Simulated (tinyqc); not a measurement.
Extended Hueckel theory, for BH, step by step. Computed by tinyqc, a small Python program that keeps every step (integrals from PySCF). Settings: charge = 0, K = 1.75, weighted = 1, multiplicity = 1. Command: `OMP_NUM_THREADS=1 python tinyqc.py 26721 26722 out.jsonl` (the two numbers bound the seeds that draw the settings). One thread of a shared host (Intel(R) Xeon(R) Processor @ 2.60GHz), about 0.01 s of CPU time with the checks.

## Overlaps

Geometry (angstrom):
```
atom         x         y         z
B     0.000000  0.000000  0.000000
H     0.000000  0.000000  1.305000
```

Parameters chosen for this run:
```
element  shell  Slater exponent   H_ii (eV)
H           1s         1.300000  -13.600000
B           2s         1.300000  -15.200000
B           2p         1.300000   -8.500000
```

Slater orbitals, each expanded in six Gaussians scaled to its exponent.

overlap S:
```
           1B 2s    1B 2px    1B 2py    1B 2pz     2H 1s
1B 2s   1.000000  0.000000  0.000000  0.000000  0.436375
1B 2px  0.000000  1.000000  0.000000  0.000000  0.000000
1B 2py  0.000000  0.000000  1.000000  0.000000  0.000000
1B 2pz  0.000000  0.000000  0.000000  1.000000  0.495732
2H 1s   0.436375  0.000000  0.000000  0.495732  1.000000
```

## Wolfsberg-Helmholz matrix

diagonal H_ii (eV): 1B 2s -15.200000, 1B 2px -8.500000, 1B 2py -8.500000, 1B 2pz -8.500000, 2H 1s -13.600000

K = 1.750000

H_ij = K' S_ij (H_ii + H_jj)/2 for i != j (the diagonal keeps H_ii), with K' = K + D^2 + D^4 (1 - K), D = (H_ii - H_jj)/(H_ii + H_jj), K = 1.75.

H (eV):
```
             1B 2s     1B 2px     1B 2py     1B 2pz       2H 1s
1B 2s   -15.200000   0.000000   0.000000   0.000000  -11.015999
1B 2px    0.000000  -8.500000   0.000000   0.000000    0.000000
1B 2py    0.000000   0.000000  -8.500000   0.000000    0.000000
1B 2pz    0.000000   0.000000   0.000000  -8.500000   -9.866293
2H 1s   -11.015999   0.000000   0.000000  -9.866293  -13.600000
```

## Orbitals

valence electrons = 4

Solve H C = S C e through S^(-1/2); fill by pairs from the bottom, a degenerate level sharing its electrons equally; each orbital has its largest coefficient positive (the first on a tie).

orbital energies (eV): -17.793554  -11.184302  -8.500000  -8.500000  6.719759

occupations: 2.000000  2.000000  0.000000  0.000000  0.000000

coefficients:
```
             MO1        MO2       MO3        MO4        MO5
1B 2s   0.643955  -0.614125  0.000000   0.000000  -0.738854
1B 2px  0.000000   0.000000  0.435158   0.900354   0.000000
1B 2py  0.000000   0.000000  0.900354  -0.435158   0.000000
1B 2pz  0.057784   0.647161  0.000000   0.000000  -1.006830
2H 1s   0.513675   0.401950  0.000000   0.000000   1.161107
```

sum of one-electron energies = -57.955712 eV

Within a degenerate level the vectors are fixed only up to a rotation; this is one choice.

## Mulliken analysis

P = C n C^T; charge = valence electrons (H 1, B 3) minus the sum of (P S)_ii on the atom; overlap population = 2 sum P_ij S_ij between two atoms.

charges: 1B 0.211442, 2H -0.211442

Overlap populations:
```
pair     value
2-1   0.721181
```
